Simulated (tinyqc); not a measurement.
The integration grid: Kohn-Sham B3LYP on finer and finer grids in the sto-3g basis, for BH2+, spin multiplicity 1. Computed by the program tinyqc with PySCF. 

Geometry (angstrom):
```
atom,x,y,z
B,0.0000,0.0000,0.0000
H,0.0000,1.0400,0.5870
H,0.0000,-1.0400,0.5870
```

Self-consistent on each grid; the net force on the molecule should vanish.

Kohn-Sham energy on Becke grids (radial x angular points per atom):
```
grid,points,residual of the electron count,E (hartree),E - finest (mhartree),largest net force without grid terms (hartree/bohr)
10 x 14,416,2.43e-03,-25.281315,5.587628,2.05e-02
15 x 26,1164,-4.34e-03,-25.286055,0.846971,1.01e-03
20 x 50,2992,3.45e-04,-25.286810,0.092267,1.60e-04
30 x 86,7724,2.34e-04,-25.286946,-0.043941,5.87e-04
50 x 194,29080,2.83e-08,-25.286901,0.000994,1.48e-05
75 x 302,67896,1.23e-07,-25.286902,-0.000066,6.05e-07
120 x 590,212222,-2.45e-09,-25.286902,0.000000,1.68e-08
```

The energy is within 0.1 mhartree of the finest grid first at 20 x 50. The error has both signs, since quadrature is not variational. The electron count and the net force are cheap signs of a poor grid.
